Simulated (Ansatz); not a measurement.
in.yaml

```yaml
crystal:
  periodic: [false, false, false]
  atoms:
    - {symbol: B, position_ang: [0.000000, 0.000000, 1.849288]}
    - {symbol: Al, position_ang: [0.000000, 0.000000, -1.508314]}
    - {symbol: H, position_ang: [0.000000, 0.000000, 3.930340]}
    - {symbol: H, position_ang: [0.000000, 0.000000, -4.271313]}
basis:
  gaussian: {orbitals: 6-31G}
magnetization: {spin_polarized: true, initial_magnetization: 2}
correlation: {method: ccsdt_q, electrons: outside_noble_gas}
```

```sh
$ ansatz run in.yaml --threads 1 --pin off --events-out ev --progress --plain --max-ram 2393MiB
```

Output:

```
545 factors; integrals over basis functions are off by at most 1.1e-7 eV
mean field evaluation 1: about -7272.7937 eV, gradient 8.1e0 eV
mean field evaluation 2: about -7272.7944 eV, gradient 8.1e0 eV
mean field evaluation 4: about -7274.8339 eV, gradient 3.3e0 eV
mean field evaluation 8: about -7275.5038 eV, gradient 8.9e-1 eV
mean field evaluation 16: about -7276.1748 eV, gradient 7.1e-5 eV
mean field evaluation 32: about -7276.1467 eV, gradient 3.9e-5 eV
mean field evaluation 64: about -7275.4545 eV, gradient 2.3e-4 eV
mean field evaluation 96: about -7275.1967 eV, gradient 6.0e0 eV
mean field evaluation 128: about -7275.5898 eV, gradient 9.8e-1 eV
mean field evaluation 160: about -7276.0183 eV, gradient 1.8e0 eV
...
cycle  26  -3.38663265 eV  change   -1.2e-5 eV  update   1.4e-5
cycle  27  -3.38665756 eV  change   -2.5e-5 eV  update   1.2e-5
cycle  28  -3.38666284 eV  change   -5.3e-6 eV  update   9.2e-6
cycle  29  -3.38666318 eV  change   -3.4e-7 eV  update   6.6e-6
cycle  30  -3.38666102 eV  change    2.2e-6 eV  update   4.7e-6
cycle  31  -3.38666207 eV  change   -1.1e-6 eV  update   3.8e-6
cycle  32  -3.38666553 eV  change   -3.5e-6 eV  update   2.8e-6
cycle  33  -3.38666957 eV  change   -4.0e-6 eV  update   2.1e-6
cycle  34  -3.38667137 eV  change   -1.8e-6 eV  update   1.3e-6
cycle  35  -3.38667175 eV  change   -3.8e-7 eV  update   7.3e-7
perturbative correction -0.01148943 eV, -0.0004222289 hartree
Total energy: -7279.18751043 eV, -267.5052069979 hartree
```

For the same geometry and basis full CI lies 20.1 meV lower.

Ran on 1 thread of Arm Neoverse N1, shared host: 13 s wall, 0.15 GiB peak host memory.
